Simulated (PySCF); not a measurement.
Compound: C₅H₇ (charge +1).
SMILES: `C1=CCC[CH+]1`

Jobs on this species (12 atoms, 36 electrons) with PySCF (density fitting). Hardware of each: Arm Neoverse V1, one thread, shared host. Other jobs ran on the host; a repeat could differ by tens of per cent or more. Peak memory is the resident size of the whole Python process, interpreter and libraries included.

```json
{"level and settings": "wB97X-D/pcSseg-2", "work": "shieldings, ring-centre shieldings", "basis functions": "278", "SCF cycles": "?", "wall time": "?", "peak memory": "?"}
{"level and settings": "CAM-B3LYP/def2-SVPD", "work": "10 singlets by full TDDFT, 4 Tamm–Dancoff triplets, polarisability, ΔSCF ions", "basis functions": "156", "SCF cycles": "?", "wall time": "?", "peak memory": "?"}
{"level and settings": "PBE0/pcSseg-1", "work": "shieldings, ring-centre shieldings, charges and field gradients", "basis functions": "120", "SCF cycles": "12", "wall time": "7.4 s", "peak memory": "0.58 GiB"}
{"level and settings": "delta-SCF UKS SCAN, pcX-2 on the ionised atom, pcseg-1 elsewhere, spin-free X2C", "work": "ΔSCF core ionisation, 3 holes", "basis functions": "136", "SCF cycles": "56", "wall time": "22 s", "peak memory": "0.46 GiB"}
{"level and settings": "PBE0-D3(BJ)/def2-SVP, grid level 1", "work": "geometry optimisation from a GFN2-xTB start shaken at random", "basis functions": "105", "SCF cycles": "53", "wall time": "25 s", "peak memory": "0.46 GiB"}
{"level and settings": "B3LYP/pcJ-1", "work": "spin–spin couplings from 12 perturbed nuclei, spin–dipole term left out", "basis functions": "205", "SCF cycles": "13", "wall time": "16 s", "peak memory": "0.83 GiB"}
```

Problem. Fill in the missing figures.

Solution. 
- wB97X-D/pcSseg-2; shieldings, ring-centre shieldings: 34 s, 1.1 GiB, 12 SCF cycles
- CAM-B3LYP/def2-SVPD; 10 singlets by full TDDFT, 4 Tamm–Dancoff triplets, polarisability, ΔSCF ions: 37 s, 0.73 GiB, 11 SCF cycles

Problem. What do all jobs in the table cost together?

Solution. About 2.4 min; the longest takes about 26 % of that, and about 5 times as long as the shortest.
